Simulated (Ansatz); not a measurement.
# C₄H₄: small, medium and large basis sets

An exercise on one series of results from a longer session: the logs are not shown, and one member is left open.

Computed with Ansatz 0.2.0, Gaussian basis. Level: one geometry, several basis sets.

Levels to be run: PBE0-D4/def2-SVP; ωB97M-V/def2-SVP; PBE0-D4/def2-QZVPP; ωB97M-V/def2-QZVPP; the functionals' def2-TZVPP values are taken from earlier runs.

## Structure used throughout

An earlier PBE0-D4 in a triple-zeta def2 set relaxation fixed the geometry.

SMILES `C#CC=C`, 8 atoms, charge 0, spin multiplicity 1.

Atoms are counted from 1 here; the program's logs count them from 0.

Bond lengths: C1–C2 1.203 Å, C1–H5 1.064 Å, C2–C3 1.418 Å, C3–C4 1.332 Å, C3–H6 1.087 Å, C4–H7 1.083 Å, C4–H8 1.083 Å. Angles: C2–C1–H5 179.5°, C1–C2–C3 178.4°, C2–C3–C4 124.2°, C2–C3–H6 116.0°, C4–C3–H6 119.8°, C3–C4–H7 120.7°, C3–C4–H8 121.5°, H7–C4–H8 117.8°.

The first run:

in.yaml

```yaml
crystal:
  periodic: [false, false, false]
  atoms:
    - {symbol: C, position_ang: [-1.076386, 1.576261, -0.899896]}
    - {symbol: C, position_ang: [-0.331549, 0.830154, -0.320368]}
    - {symbol: C, position_ang: [0.567331, -0.018484, 0.374039]}
    - {symbol: C, position_ang: [0.457278, -1.344944, 0.423916]}
    - {symbol: H, position_ang: [-1.740220, 2.229112, -1.415248]}
    - {symbol: H, position_ang: [1.387942, 0.475172, 0.888325]}
    - {symbol: H, position_ang: [1.177336, -1.939587, 0.972100]}
    - {symbol: H, position_ang: [-0.349534, -1.864884, -0.078468]}
basis:
  gaussian: {orbitals: def2-SVP}
hamiltonian: {xc: pbe0, dispersion: d4}
output: {orbitals: {seedname: orbitals}}
```

Command:

```console
> ansatz run in.yaml --threads 4 --pin off --events-out ev --progress --plain --max-ram 10444MiB
```

Steps of the session up to this table: PBE0-D4 in def2-SVP; ωB97M-V in def2-SVP; PBE0-D4 in def2-QZVPP; ωB97M-V in def2-QZVPP.

One of the session's tables, all rows but one given; the rest of the session is left out.

It belongs to the step «Density functionals: the series». 

| functional | basis | HOMO (eV) |
| --- | --- | --- |
| PBE0-D4 | def2-SVP | -7.14 |
| PBE0-D4 | def2-TZVPP | -7.20 |
| PBE0-D4 | def2-QZVPP | ? |
| ωB97M-V | def2-SVP | -9.25 |
| ωB97M-V | def2-TZVPP | -9.32 |
| ωB97M-V | def2-QZVPP | -9.33 |

Q: Estimate the row for PBE0-D4, def2-QZVPP from the others.

The run gave: HOMO (eV): -7.22. In the column «HOMO (eV)» it lies between ωB97M-V, def2-SVP (-9.25) and PBE0-D4, def2-TZVPP (-7.20).
